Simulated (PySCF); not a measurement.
# Vibration and rotation of SiP⁻

RHF-CCSD(T) constants of SiP⁻, ¹Σ⁺ (singlet), closed shell (basis Si aug-cc-pVDZ-DK, P aug-cc-pVDZ-DK; spin-free X2C with a Gaussian nucleus; PySCF 2.14; masses 27.9769 and 30.9738 u):

| Quantity | Value |
| --- | --- |
| ωe | 640.0 cm⁻¹ |
| ωexe | 2.47 cm⁻¹ |
| Be | 0.27014 cm⁻¹ |
| αe | 0.00141 cm⁻¹ |
| D (centrifugal) | 1.93e-07 cm⁻¹ |
| De to Si⁻ + P | 4.47 eV |

**Question.** Give the vibrational terms G(v) and spacings up to v = 6.

**Answer.** G(v) = ωe(v+½) − ωexe(v+½)².

```json
{"v": "0", "G(v) (cm⁻¹)": "319.4", "G(v) − G(v−1)": "", "Bv (cm⁻¹)": "0.2694"}
{"v": "1", "G(v) (cm⁻¹)": "954.4", "G(v) − G(v−1)": "635.1", "Bv (cm⁻¹)": "0.2680"}
{"v": "2", "G(v) (cm⁻¹)": "1584.6", "G(v) − G(v−1)": "630.1", "Bv (cm⁻¹)": "0.2666"}
{"v": "3", "G(v) (cm⁻¹)": "2209.7", "G(v) − G(v−1)": "625.2", "Bv (cm⁻¹)": "0.2652"}
{"v": "4", "G(v) (cm⁻¹)": "2830.0", "G(v) − G(v−1)": "620.2", "Bv (cm⁻¹)": "0.2638"}
{"v": "5", "G(v) (cm⁻¹)": "3445.3", "G(v) − G(v−1)": "615.3", "Bv (cm⁻¹)": "0.2624"}
{"v": "6", "G(v) (cm⁻¹)": "4055.6", "G(v) − G(v−1)": "610.4", "Bv (cm⁻¹)": "0.2610"}
```

**Question.** How well does the Morse estimate ωe²/(4ωexe) reproduce De, and what is D0?

**Answer.** It gives 5.14 eV, 115 % of the computed De. D0 = De − G(0) = 4.47 − 0.04 = 4.43 eV.

Correlated steps freeze 10 core orbitals. Correlated levels converge slowly with the basis: in double zeta they bind strong bonds too weakly, by up to about 1 eV, and carry superposition errors of some tenths. For an ion De counts to the pair picked by the measured ionisation energies or electron affinities, which need not be the lowest pair at this level. Where the molecule has an RHF reference, its open-shell atoms are computed with UHF. The CCSD T1 diagnostic is raised, a sign that a single reference may not be enough here.
